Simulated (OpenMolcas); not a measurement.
# NOF (nitrosyl fluoride) at 6 levels

Wanted: a comparison of 6 runs (HF/3-21G, HF/def2-TZVPP, B3LYP/def2-TZVPP, BHLYP/def2-TZVPP, revPBE/def2-TZVPP, MP2/def2-TZVPP) of NOF (nitrosyl fluoride). 

The calculation is run with OpenMolcas 26.06.

1 further run of the same task is left out (set aside as unsound or not needed).

## 1. The system as given

NOF has 3 atoms, charge 0, and is taken as a singlet. SMILES: `O=NF`. The shape is that of a PBE0-D4/def2-TZVP optimisation.

Bond lengths: O1–N2 1.127 Å, N2–F3 1.483 Å. Angles: O1–N2–F3 110.4°.

## 2. Energy and gradient at HF/3-21G (run 1)

Input file geom.xyz:

```xyz
3

O      0.868350     0.242970     0.504740
N      0.148930    -0.482540     0.029910
F     -1.017290     0.239580    -0.534650
```

Input file calc.input:

```
&GATEWAY
 BasLib
 $CurrDir
 Coord
 geom.xyz
 Basis
 3-21G
 Group
 NoSym

&SEWARD

&SCF
 Thresholds
 1e-10 1e-07 1e-07 1e-05
 PrOrbitals
 0

&ALASKA
```

The basis set 3-21G is read from a file made from the Basis Set Exchange's data (not shown).

Run with:

```
$ export MOLCAS_MEM=1860
$ pymolcas calc.input > calc.log
```

What it wrote:

```text
--- Start Module: gateway ---
[...]
--- Stop Module: gateway /rc=_RC_ALL_IS_WELL_ ---
[...]
      Basis functions           27
[...]
--- Start Module: scf ---
[...]
       Convergence after  15 Iterations
[...]
::    Total SCF energy                               -227.3330929886
[...]
      Total spin, S                                     0.0000000000
[...]
      Total electronic charge=   24.000000
      Total            charge=   -0.000000
[...]
      Dipole Moment (debye):
      Origin of the operator (angstrom)=   -0.0684    0.0343   -0.0340
                   X=  9.5509E-01               Y= -6.5313E-01               Z=  4.5568E-01           Total=  1.2436E+00
      Quadrupole Moment (debye*angstrom):
[...]
--- Stop Module: scf /rc=_RC_ALL_IS_WELL_ ---
--- Start Module: alaska ---
[...]
 *              Molecular gradients               *
 **************************************************
  Irreducible representation: a
 ------------------------------------------------------------------------------------------
                              X                       Y                       Z
 ------------------------------------------------------------------------------------------
  O1               -2.45181230855049E-02   -2.72583564556594E-02   -1.64561394908214E-02
  N2                2.96826183527501E-02    2.56228917784735E-02    1.91251076600349E-02
  F3               -5.16449526724116E-03    1.63546467718945E-03   -2.66896816921403E-03
 ------------------------------------------------------------------------------------------
--- Stop Module: alaska /rc=_RC_ALL_IS_WELL_ ---
[...]
```

Wall time 1.7 s (1 thread of Arm Neoverse V2, shared host); peak memory 0.37 GiB.

## 3. Energy and gradient at HF/def2-TZVPP (run 2)

Input file run.input:

```
* FNO Hartree-Fock

&GATEWAY
  BasLib=$CurrDir
  Coord
  3
  bohr
  O      1.64094368     0.45914676     0.95382036
  N      0.28143691    -0.91186844     0.05652171
  F     -1.92239949     0.45274058    -1.01034207
  Basis=def2-TZVPP
  Group=NoSym

&SEWARD

&SCF
  Thresholds=1e-10 1e-07 1e-07 1e-05
  PrOrbitals=1 1

&ALASKA
```

The basis set def2-TZVPP is read from a file made from the Basis Set Exchange's data (not shown).

Run with:

```
$ export MOLCAS_MEM=1860
$ pymolcas run.input > run.log
```

What it wrote:

```text
--- Start Module: gateway ---
[...]
--- Stop Module: gateway /rc=_RC_ALL_IS_WELL_ ---
[...]
      Basis functions           93
[...]
--- Start Module: scf ---
[...]
       Convergence after  15 Iterations
[...]
::    Total SCF energy                               -228.7216464886
[...]
      Total spin, S                                     0.0000000000
[...]
      Total electronic charge=   24.000000
      Total            charge=   -0.000000
[...]
      Dipole Moment (debye):
      Origin of the operator (angstrom)=   -0.0684    0.0343   -0.0340
                   X=  1.3421E+00               Y= -6.7669E-01               Z=  6.6639E-01           Total=  1.6442E+00
      Quadrupole Moment (debye*angstrom):
[...]
--- Stop Module: scf /rc=_RC_ALL_IS_WELL_ ---
[...]
--- Start Module: alaska ---
[...]
 *              Molecular gradients               *
 **************************************************
  Irreducible representation: a
 ------------------------------------------------------------------------------------------
                              X                       Y                       Z
 ------------------------------------------------------------------------------------------
  O1                4.60938507196413E-02    3.99346547323329E-02    2.97148788375292E-02
  N2               -1.61362517167585E-02   -5.44439734309066E-02   -1.47758925569881E-02
  F3               -2.99575990028238E-02    1.45093186985488E-02   -1.49389862805167E-02
 ------------------------------------------------------------------------------------------
--- Stop Module: alaska /rc=_RC_ALL_IS_WELL_ ---
[...]
```

It took 8.7 s on 1 thread of Arm Neoverse V2, shared host; peak memory 0.51 GiB.

Runs 3 to 5 aren't shown in full; the table further down has their settings and results.

## 4. The energy at MP2/def2-TZVPP (run 6)

Input file coord.xyz:

```xyz
3

O      0.868350     0.242970     0.504740
N      0.148930    -0.482540     0.029910
F     -1.017290     0.239580    -0.534650
```

Input file calc.inp:

```
>>> EXPORT MOLCAS_PRINT=2
&GATEWAY
BASLIB=$CurrDir
COORD=coord.xyz
BASIS=def2-TZVPP
GROUP=NoSym
&SEWARD
&SCF
THRESHOLDS=1e-10 1e-07 1e-07 1e-05
PRORBITALS=0
&MBPT2
FROZEN=3
```

The basis set def2-TZVPP is read from a file made from the Basis Set Exchange's data (not shown).

Run with:

```
$ export MOLCAS_MEM=1860
$ pymolcas calc.inp > calc.log
```

What it wrote:

```text
--- Start Module: gateway ---
[...]
--- Stop Module: gateway /rc=_RC_ALL_IS_WELL_ ---
[...]
      Basis functions           93
[...]
--- Start Module: scf ---
[...]
       Convergence after  15 Iterations
[...]
::    Total SCF energy                               -228.7216464881
[...]
      Total spin, S                                     0.0000000000
[...]
      Total electronic charge=   24.000000
      Total            charge=   -0.000000
[...]
      Dipole Moment (debye):
      Origin of the operator (angstrom)=   -0.0684    0.0343   -0.0340
                   X=  1.3421E+00               Y= -6.7669E-01               Z=  6.6639E-01           Total=  1.6442E+00
      Quadrupole Moment (debye*angstrom):
[...]
--- Stop Module: scf /rc=_RC_ALL_IS_WELL_ ---
[...]
--- Start Module: mbpt2 ---
[...]
WARNING!
Default frozen orbitals as non valence orbitals is overwritten by user input.
Default values:   3
[...]
       Reference weight ( Cref**2 )         =        0.85176
::    Total MBPT2 energy                             -229.4131981907
[...]
      Total MBPT2 calculations                           0.26      0.29
--- Stop Module: mbpt2 /rc=_RC_ALL_IS_WELL_ ---
[...]
```

It took 7.2 s on 1 thread of Arm Neoverse V2, shared host; peak memory 0.51 GiB.

## 5. All runs side by side

```
run              level  integration grid      task  energy (Eh)  dipole moment (D) of the reference  HOMO energy (eV)  LUMO energy (eV)  wall time
  1           HF/3-21G                 –  gradient  -227.333093                                1.24            -13.41              1.83      1.7 s
  2      HF/def2-TZVPP                 –  gradient  -228.721646                                1.64            -14.00              1.63      8.7 s
  3   B3LYP/def2-TZVPP         UltraFine  gradient  -229.815355                                1.39             -9.57             -3.62       20 s
  4   BHLYP/def2-TZVPP         UltraFine  gradient  -229.694561                                1.52            -11.45             -1.93       19 s
  5  revPBE/def2-TZVPP         UltraFine  gradient  -229.765032                                1.26             -8.01             -4.34       20 s
  6     MP2/def2-TZVPP                 –    energy  -229.413198                                1.64            -14.00              1.63      7.2 s
```

## 6. Summary of results

| quantity | value |
| --- | --- |
| run 6: total energy | -229.41320 Eh |
| run 6: dipole moment (mean-field density) | 1.64 D |
| run 6: HOMO energy (Hartree–Fock orbitals) | -14.00 eV |
| run 6: LUMO energy (Hartree–Fock orbitals) | 1.63 eV |
| run 6: HOMO–LUMO gap (Hartree–Fock orbitals) | 15.63 eV |
| run 6: correlation energy (3 core orbitals frozen) | -691.6 mEh |

In words: Over runs 1, 2, 3, 4, 5 the dipole moment (its size) runs from 1.24 D (HF/3-21G) to 1.64 D (HF/def2-TZVPP). Over runs 1, 2, 3, 4, 5 the HOMO–LUMO gap runs from 3.67 eV (revPBE/def2-TZVPP) to 15.63 eV (HF/def2-TZVPP). Exact exchange widens orbital gaps. Totals of different functionals can't be ranked against each other. All runs together took 77 s, the longest 20 s.
